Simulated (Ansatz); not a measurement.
Working through a short molecular-dynamics run of CH₂O₂, SMILES O=CO

With the Python package of Ansatz (0.2.0).

At the Python prompt:
```pycon
>>> import ansatz as az
>>> import numpy as np
>>> geometry_ang = [
...     ("O", [-0.3537, -0.4125, 1.2159]),
...     ("C", [-0.2526, -0.3556, -0.0036]),
...     ("O", [0.4489, 0.595, -0.6259]),
...     ("H", [-0.5885, -1.0598, -0.7296]),
...     ("H", [0.7958, 1.1593, 0.1017]),
... ]
>>> ch2o2 = az.Crystal.molecule()
>>> for symbol, xyz in geometry_ang:
...     ch2o2 = ch2o2.atom(symbol, xyz)
...
>>> calc = (
...     ch2o2.calculation()
...     .basis(gaussian="6-31G*")
...     .functional("b3lyp")
...     .md("nvt_nose_hoover", timestep=0.25, steps=30, temperature=200, initial_velocities="maxwell_boltzmann", seed=82, thermostat_time=20)
... )
>>> frames = []
>>> calc.session().plan().execute(on_event=lambda e: frames.append(e["data"]) if e["event"] == "md_step" else None)
<ansatz.RunOutcome object at 0x...>
>>> print("t (fs)   E_pot (eV)      E_kin (eV)   T (K)   d(0-1) (A)")
t (fs)   E_pot (eV)      E_kin (eV)   T (K)   d(0-1) (A)
>>> for f in frames[::1]:
...     xyz = np.array(f["positions_ang"])
...     print(f"{f['time_fs']:6.2f} {f['lagrangian_ev']:14.5f} {f['e_kin_ev']:10.5f} {f['temperature_k']:8.1f} {np.linalg.norm(xyz[0] - xyz[1]):9.4f}")
...
  0.00    -5163.43969    0.07756    200.0    1.2250
  0.25    -5163.43505    0.07296    188.2    1.2240
  0.50    -5163.43061    0.06856    176.8    1.2229
  0.75    -5163.42707    0.06507    167.8    1.2216
  1.00    -5163.42508    0.06311    162.8    1.2202
  1.25    -5163.42508    0.06314    162.8    1.2186
  1.50    -5163.42731    0.06538    168.6    1.2168
  1.75    -5163.43170    0.06976    179.9    1.2150
  2.00    -5163.43789    0.07594    195.8    1.2130
  2.25    -5163.44531    0.08334    214.9    1.2109
  2.50    -5163.45323    0.09123    235.3    1.2088
  2.75    -5163.46084    0.09882    254.8    1.2066
  3.00    -5163.46738    0.10533    271.6    1.2044
  3.25    -5163.47221    0.11014    284.0    1.2022
  3.50    -5163.47487    0.11278    290.8    1.2000
  3.75    -5163.47510    0.11298    291.4    1.1979
  4.00    -5163.47286    0.11071    285.5    1.1958
  4.25    -5163.46830    0.10611    273.6    1.1938
  4.50    -5163.46174    0.09952    256.6    1.1919
  4.75    -5163.45363    0.09137    235.6    1.1902
  5.00    -5163.44449    0.08220    212.0    1.1886
  5.25    -5163.43489    0.07257    187.2    1.1871
  5.50    -5163.42540    0.06306    162.6    1.1859
  5.75    -5163.41656    0.05421    139.8    1.1848
  6.00    -5163.40886    0.04651    119.9    1.1840
  6.25    -5163.40272    0.04036    104.1    1.1833
  6.50    -5163.39844    0.03609     93.1    1.1829
  6.75    -5163.39625    0.03389     87.4    1.1826
  7.00    -5163.39623    0.03387     87.3    1.1826
  7.25    -5163.39836    0.03600     92.8    1.1829
  7.50    -5163.40250    0.04014    103.5    1.1833
>>> kept = np.array([f["conserved_ev"] for f in frames])
>>> print(f"conserved energy moves by at most {1000 * np.ptp(kept):.3f} meV")
conserved energy moves by at most 0.300 meV
```

Reading the output:
- Total energies depend on the basis set; only differences at equal settings carry meaning.
- The trajectory is only some femtoseconds long, so its temperature is not equilibrated; where the script doesn't relax first, it starts from a rough generated geometry.
- b3lyp holds the VWN-RPA fit, as in Gaussian; the form of ORCA and Turbomole is b3lyp5.
- The temperature counts the internal degrees of freedom alone.
- Timing: 29 s on 1 thread of Arm Neoverse V1, on a shared host, peak memory 0.16 GiB.

(Lines on the test bed's own set-up are left out of the output.)
